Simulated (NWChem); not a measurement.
**BH3S (SMILES BS) at 6 levels**

Wanted: a comparison of 6 runs (HF/STO-3G, HF/3-21G, PBE0/def2-SVP, r2SCAN/pcseg-1, PBE/def2-TZVP, MP2/STO-3G) of BH3S. 

Program for the calculation: NWChem 7.3.0.

**1. Starting point**

The species is BH3S (5 atoms), meant as a singlet with charge 0. SMILES: `BS`. Geometry: relaxed at PBE0-D4/def2-TZVP.

Bond lengths: B1–S2 1.765 Å, B1–H3 1.192 Å, B1–H4 1.190 Å, S2–H5 1.344 Å. Angles: B1–S2–H5 99.2°, S2–B1–H3 115.8°, S2–B1–H4 121.4°, H3–B1–H4 122.7°.

**2. Energy and gradient at HF/STO-3G (run 1)**

Contents of bh3s.nw:

```
start bh3s
memory total 2200 mb

geometry units angstrom noautosym nocenter noautoz
  B    -0.392100   -0.421000    0.088100
  S     0.161700    1.236900   -0.154300
  H    -1.562900   -0.556400    0.264200
  H     0.367100   -1.337600    0.074200
  H     1.476100    1.004400   -0.313600
end

basis spherical bse
  * library STO-3G
end

scf
  thresh 1e-08
  maxiter 80
end

task scf gradient
```

Started as:

```bash
$ nwchem bh3s.nw > bh3s.out
```

Output:

```text
[...]
  functions       =    17
[...]
  wavefunction    = RHF
[...]
         Total SCF energy =   -419.300045888657
      One-electron energy =   -666.954990015208
      Two-electron energy =    204.584392042658
 Nuclear repulsion energy =     43.070552083893
        Time for solution =      0.2s
[...]
                         RHF ENERGY GRADIENTS
    atom               coordinates                        gradient
                 x          y          z           x          y          z
   1 B      -0.740962  -0.795575   0.166485    0.001674  -0.003510   0.000115
   2 S       0.305569   2.337402  -0.291585   -0.005199   0.016443  -0.000919
   3 H      -2.953453  -1.051444   0.499266   -0.022579   0.002393   0.002897
   4 H       0.693718  -2.527697   0.140218    0.016041  -0.014794  -0.000749
   5 H       2.789425   1.898041  -0.592618    0.010062  -0.000533  -0.001344
[...]
```

It took 0.95 s on 1 thread of Intel Xeon Platinum 8488C (Sapphire Rapids), shared host; peak memory 0.096 GiB.

**3. Energy and gradient at HF/3-21G (run 2)**

Contents of run.py:

```python
from ase import Atoms
from ase.calculators.nwchem import NWChem

atoms = Atoms(['B', 'S', 'H', 'H', 'H'], positions=[
    [-0.392100, -0.421000, 0.088100],
    [0.161700, 1.236900, -0.154300],
    [-1.562900, -0.556400, 0.264200],
    [0.367100, -1.337600, 0.074200],
    [1.476100, 1.004400, -0.313600],
])

calc = NWChem(
    label='a',
    theory='scf',
    memory='2200 mb',
    basis='3-21G',
    basispar='spherical bse',
    scf={'nopen': '0', 'rhf': None, 'thresh': '1e-08', 'maxiter': '80'},
)
atoms.calc = calc

forces = atoms.get_forces()
print(f"energy = {atoms.get_potential_energy():.6f} eV")
print("forces (eV/A):")
for s, f in zip(atoms.symbols, forces):
    print(f"{s:2s} {f[0]:10.5f} {f[1]:10.5f} {f[2]:10.5f}")
print("dipole (e A):", atoms.get_dipole_moment().round(4))
```

Started as:

```bash
$ export ASE_NWCHEM_COMMAND="nwchem PREFIX.nwi > PREFIX.nwo"
$ python run.py
```

Output:

```text
energy = -11478.900027 eV
forces (eV/A):
B    -0.80748   -1.20837    0.23289
S     0.45344    0.82820   -0.14568
H     0.30072   -0.07682   -0.03414
H    -0.17190    0.19180    0.00468
H     0.22523    0.26518   -0.05775
dipole (e A): [ 0.204  -0.2205 -0.0063]
```

The calculator wrote a.nwi:

```
title "a"

permanent_dir a

scratch_dir a

start a

geometry units angstrom nocenter noautosym noautoz
  B  -3.9210000000000000e-01 -4.2099999999999999e-01 8.8099999999999998e-02
  S  1.6170000000000001e-01 1.2369000000000001e+00 -1.5429999999999999e-01
  H  -1.5629000000000000e+00 -5.5640000000000001e-01 2.6419999999999999e-01
  H  3.6709999999999998e-01 -1.3375999999999999e+00 7.4200000000000002e-02
  H  1.4761000000000000e+00 1.0044000000000000e+00 -3.1359999999999999e-01
end

memory 2200 mb

basis spherical bse noprint
   * library 3-21G
end

scf
  nopen 0
  rhf
  thresh 1e-08
  maxiter 80
end

task scf gradient
```

a.nwo:

```text
Northwest Computational Chemistry Package (NWChem) 7.3.0
             --------------------------------------------------------

           Job information
           ---------------

    nwchem branch   = 7.3.0
    use scalapack   = T
    input           = a.nwi
    prefix          = a.
    data base       = a/a.db
    status          = startup
    nproc           =        1

           Memory information
           ------------------

[... 5 lines left out ...]
    hardfail = no
[... 124 lines left out ...]
         Quadratically convergent ROHF
[... 14 lines left out ...]
       Final RHF  results
[... 4 lines left out ...]
      Two-electron energy =    202.282744919669
[... 31 lines left out ...]
                       ROHF Final Molecular Orbital Analysis
[... 204 lines left out ...]
                 ----------------------------------------
                 |  Time  |  1-e(secs)   |  2-e(secs)   |
                 ----------------------------------------
                 |  CPU   |       0.00   |       0.10   |
                 ----------------------------------------
                 |  WALL  |       0.00   |       0.10   |
                 ----------------------------------------

 Task  times  cpu:        0.5s     wall:        0.5s
 Total times  cpu:        0.5s     wall:        0.5s
```

It took 1.6 s on 1 thread of Intel Xeon Platinum 8488C (Sapphire Rapids), shared host; peak memory 0.099 GiB.

Run 3 isn't shown in full; the table further down has it.

**4. Energy and gradient at r2SCAN/pcseg-1 (run 4)**

run.py, as its differences from that of step 3:

```diff
@@ -3,3 +3,3 @@
 
-atoms = Atoms(['B', 'S', 'H', 'H', 'H'], positions=[
+atoms = Atoms('BSHHH', positions=[
     [-0.392100, -0.421000, 0.088100],
@@ -12,8 +12,8 @@
 calc = NWChem(
-    label='a',
-    theory='scf',
+    label='mol',
+    theory='dft',
     memory='2200 mb',
-    basis='3-21G',
+    basis='pcseg-1',
     basispar='spherical bse',
-    scf={'nopen': '0', 'rhf': None, 'thresh': '1e-08', 'maxiter': '80'},
+    dft={'xc': 'r2scan', 'mult': '1', 'grid': 'xfine', 'convergence': 'energy 1e-08', 'iterations': '100', 'mulliken': None},
 )
```

Started as:

```bash
$ export ASE_NWCHEM_COMMAND="nwchem PREFIX.nwi > PREFIX.nwo"
$ python run.py
```

Output:

```text
energy = -11558.773935 eV
forces (eV/A):
B    -0.09122   -0.16614    0.02936
S    -0.17329    0.31691   -0.00761
H    -0.10192   -0.01419    0.01553
H     0.08464   -0.10228   -0.00159
H     0.28184   -0.03430   -0.03569
dipole (e A): [ 0.2168 -0.048  -0.0253]
```

The calculator wrote mol.nwi:

```
title "mol"

permanent_dir mol

scratch_dir mol

start mol

geometry units angstrom nocenter noautosym noautoz
  B  -3.9210000000000000e-01 -4.2099999999999999e-01 8.8099999999999998e-02
  S  1.6170000000000001e-01 1.2369000000000001e+00 -1.5429999999999999e-01
  H  -1.5629000000000000e+00 -5.5640000000000001e-01 2.6419999999999999e-01
  H  3.6709999999999998e-01 -1.3375999999999999e+00 7.4200000000000002e-02
  H  1.4761000000000000e+00 1.0044000000000000e+00 -3.1359999999999999e-01
end

memory 2200 mb

basis spherical bse noprint
   * library pcseg-1
end

dft
  xc r2scan
  mult 1
  grid xfine
  convergence energy 1e-08
  iterations 100
  mulliken
end

task dft gradient
```

mol.nwo:

```text
Northwest Computational Chemistry Package (NWChem) 7.3.0
             --------------------------------------------------------

           Job information
           ---------------

    nwchem branch   = 7.3.0
    use scalapack   = T
    input           = mol.nwi
    prefix          = mol.
    data base       = mol/mol.db
    status          = startup
    nproc           =        1

           Memory information
           ------------------

[... 5 lines left out ...]
    hardfail = no
[... 95 lines left out ...]
  convergence criterion.
[... 39 lines left out ...]
          Spatial weights used:  Erf1
[... 32 lines left out ...]
 1-e energy   =    -668.330442
[... 41 lines left out ...]
           Coulomb energy =      232.950224154405
[... 399 lines left out ...]
          Convergence on density requested:  1.00D-05
[... 25 lines left out ...]
          total energy or number of iterations.
[... 36 lines left out ...]
                 ----------------------------------------
                 |  Time  |  1-e(secs)   |  2-e(secs)   |
                 ----------------------------------------
                 |  CPU   |       0.00   |       0.72   |
                 ----------------------------------------
                 |  WALL  |       0.00   |       0.72   |
                 ----------------------------------------

 Task  times  cpu:       12.3s     wall:       12.3s
 Total times  cpu:       12.3s     wall:       12.3s
```

Wall time 14 s (1 thread of Intel Xeon Platinum 8488C (Sapphire Rapids), shared host); peak memory 0.12 GiB.

Run 5 isn't shown in full; the table further down has it.

**5. Energy and gradient at MP2/STO-3G (run 6)**

Contents of bh3s.nw:

```
start bh3s
title "BH3S gradient"
memory stack 880 mb heap 220 mb global 1100 mb
charge 0

geometry units angstrom noautosym nocenter noautoz
B       -0.392100      -0.421000       0.088100
S        0.161700       1.236900      -0.154300
H       -1.562900      -0.556400       0.264200
H        0.367100      -1.337600       0.074200
H        1.476100       1.004400      -0.313600
end

basis spherical bse
* library STO-3G
end

scf
thresh 1e-08
maxiter 80
print medium
end

mp2
freeze core 6
tight
end

task mp2 gradient
```

Started as:

```bash
$ nwchem bh3s.nw > bh3s.out
```

Output:

```text
[...]
  functions       =    17
[...]
  wavefunction    = RHF
[...]
         Total SCF energy =   -419.300045888657
      One-electron energy =   -666.954990015208
      Two-electron energy =    204.584392042658
 Nuclear repulsion energy =     43.070552083893
        Time for solution =      0.2s
[...]
          Total MP2 energy          -419.367909607903
[...]
                         mp2 ENERGY GRADIENTS
    atom               coordinates                        gradient
                 x          y          z           x          y          z
   1 B      -0.740962  -0.795575   0.166485   -0.003023  -0.010906   0.001506
   2 S       0.305569   2.337402  -0.291585    0.011037   0.013166  -0.002846
   3 H      -2.953453  -1.051444   0.499266   -0.012812   0.001969   0.001583
   4 H       0.693718  -2.527697   0.140218    0.009033  -0.007783  -0.000476
   5 H       2.789425   1.898041  -0.592618   -0.004235   0.003554   0.000233
[...]
```

Run time: 1.2 s. Hardware: 1 thread of Intel Xeon Platinum 8488C (Sapphire Rapids), shared host; peak memory 0.1 GiB.

**6. Overview of the runs**

```csv
run,level,iteration cap,module,energy (Eh),dipole moment (D),HOMO energy (eV),LUMO energy (eV),wall time
1,HF/STO-3G,80,scf,-419.300046,0.88,-8.38,7.19,0.95 s
2,HF/3-21G,80,scf,-421.841799,1.44,-11.26,2.38,1.6 s
3,PBE0/def2-SVP,100,dft,-424.527982,–,–,–,9.3 s
4,r2SCAN/pcseg-1,100,dft,-424.777111,1.07,-7.65,-1.92,14 s
5,PBE/def2-TZVP,100,dft,-424.651217,0.96,–,–,29 s
6,MP2/STO-3G,80,mp2,-419.367910,1.21,-8.38,7.19,1.2 s
```

**7. What came out**

| quantity | value |
| --- | --- |
| run 6: total energy | -419.36791 Eh |
| run 6: dipole moment (of the density that the program reports) | 1.21 D |
| run 6: HOMO energy (Hartree–Fock orbitals) | -8.38 eV |
| run 6: LUMO energy (Hartree–Fock orbitals) | 7.19 eV |
| run 6: HOMO–LUMO gap (Hartree–Fock orbitals) | 15.57 eV |
| run 6: correlation energy (6 core orbitals frozen) | -67.9 mEh |
| run 6: largest force on an atom | 0.895 eV/Å |

In words: Over runs 1, 2, 4, 5, 6 the dipole moment (its size) runs from 0.88 D (HF/STO-3G) to 1.44 D (HF/3-21G). Over runs 1, 2, 4 the HOMO–LUMO gap runs from 5.73 eV (r2SCAN/pcseg-1) to 15.57 eV (HF/STO-3G). The two ends differ in method and basis. Totals of different functionals can't be ranked against each other. In runs 1, 6 the basis is minimal, so the values are rough. All runs together took 56 s, the longest 29 s.
